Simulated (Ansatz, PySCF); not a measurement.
Reaction (SMILES): CS (CH4S) [methanethiol] → CS (CH4S) as doublet, charge +1 + e-
Each molecule is optimised on its own at B3LYP-D3(BJ)/def2-TZVP (Ansatz, a first-principles code).

Quantity: adiabatic ionisation energy (0 K, with B3LYP-D3(BJ) harmonic zero-point energies from PySCF), in eV. Correlated levels leave the core frozen unless marked. UHF or UKS for open shells. Spin-orbit coupling is left out. No relativistic terms. Basis-set limits of correlation are two-point, X^-3; Hartree-Fock from the larger set. [CCSD(T)-MP2]/basis is that difference in the basis named.

```
level     program  adiabatic ionisation energy (eV)
--------  -------  --------------------------------
HF/6-31G   Ansatz                              8.62
```

**Question.** Estimate the value at RI-MP2/CBS(aug-cc-pV(T+d)Z,aug-cc-pV(Q+d)Z)+[CCSD(T)-MP2]/aug-cc-pV(T+d)Z as computed with Ansatz.

**Answer.** 9.48 eV
